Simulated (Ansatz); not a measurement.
```yaml
crystal:
  periodic: [false, false, false]
  atoms:
    - {symbol: Ti, position_ang: [-1.086858, -0.216506, -0.001125]}
    - {symbol: C, position_ang: [1.654147, -0.243633, 0.003735]}
    - {symbol: O, position_ang: [2.009898, 0.830637, 0.000562]}
basis:
  gaussian: {orbitals: def2-TZVP}
total_charge: 1
magnetization: {spin_polarized: true, initial_magnetization: 1}
hamiltonian: {xc: pbe0}
relax: {f_tol: 0.004, max_steps: 80}
```

```sh
$ ansatz run in.yaml --threads 1 --pin off --events-out ev --progress --plain --max-ram 2176MiB
```

Steps of the relaxation (energy above the last step; positions in Å, forces in eV/Å):

```
3
step 1, 1109.6 meV
Ti   -1.087   -0.217   -0.001    0.392   -0.161    0.001
C     1.654   -0.244    0.004   -0.320    1.592   -0.006
O     2.010    0.831    0.001   -0.072   -1.431    0.005
```

```
3
step 2, 897.9 meV
Ti   -1.054   -0.276   -0.001    0.770   -0.247    0.002
C     1.479   -0.155    0.003    1.622    4.722   -0.014
O     2.151    0.802    0.001   -2.393   -4.475    0.012
```

```
3
step 3, 458.9 meV
Ti   -0.932   -0.305   -0.001    0.954   -0.190    0.002
C     1.314   -0.051    0.002    2.326    3.848   -0.010
O     2.194    0.726    0.001   -3.281   -3.658    0.007
```

```
3
step 8, 0.0 meV
Ti   -0.820   -0.387    0.000    0.000    0.001    0.000
C     1.160    0.209    0.001    0.008   -0.002    0.000
O     2.238    0.549    0.002   -0.007    0.000    0.000
```

```
3
step 10, 0.0 meV
Ti   -0.820   -0.387    0.000    0.000    0.000    0.000
C     1.160    0.208    0.001    0.000    0.000    0.000
O     2.237    0.550    0.002    0.000    0.000    0.000
```

Close pairs at the end: C2–O3 1.130 Å, Ti1–C2 2.067 Å.

A stationary point of unrestricted PBE0 after 10 steps, with ⟨S²⟩ = 1.716 against 0.75 for a pure state; no frequencies were run, so it isn't proven a minimum. 7.3 min on 1 thread of Intel Xeon 6975P-C, shared host.
